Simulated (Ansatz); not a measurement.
A run of Ansatz (development build ahead of 0.2.0) on singlet SiO at this shape:

```xyz
2

Si    0.0000    0.0000    0.5608
O     0.0000    0.0000   -1.7526
```

Its results:

```json
{
  "Converged": "yes",
  "Total energy": "-364.53535 hartree",
  "Spin squared of the determinant": "0.924",
  "Stability test": "minimum"
}
```

Problem. Which input gives this output? Name the method, the orbitals and the basis set, and write the input.

Solution. ωB97X (unrestricted) in pcseg-2.

```yaml
crystal:
  periodic: [false, false, false]
  atoms:
    - { symbol: Si, position_ang: [0.0, 0.0, 0.5608] }
    - { symbol: O, position_ang: [0.0, 0.0, -1.7526] }
basis:
  gaussian: { orbitals: pcseg-2 }
magnetization:
  spin_polarized: true
hamiltonian:
  xc: { name: wB97X }
```

Caution: the unrestricted determinant is a mixture of spin states.
